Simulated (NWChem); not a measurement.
Molecule: methanethiol (CH4S); SMILES SC

```xyz
6

C      0.0118     1.1488     0.0000
S      0.0686    -0.6625     0.0000
H     -0.4794     1.5445     0.8999
H      1.0567     1.4884     0.0000
H     -0.4794     1.5445    -0.8999
H     -1.2656    -0.8692     0.0000
```
Atoms are numbered in this order, from 1.

Structure relaxed at the PBE0/def2-SVP level.

Symmetry labels are those of Cs in the frame above (b1 and b2, or b-type labels, depend on it).

Task: List the 4 lowest vertical singlet excitations from CAM-B3LYP/def2-SVPD, TDA (NWChem).

Result: 
```csv
state,energy (eV),oscillator strength,symmetry,leading excitation (squared amplitude)
S1,5.44,0.007,a",HOMO → LUMO (0.85)
S2,6.16,0.033,a",HOMO → LUMO+1 (0.90)
S3,7.23,0.020,a",HOMO → LUMO+2 (0.68)
S4,7.51,0.002,a",HOMO → LUMO+4 (0.50)
```
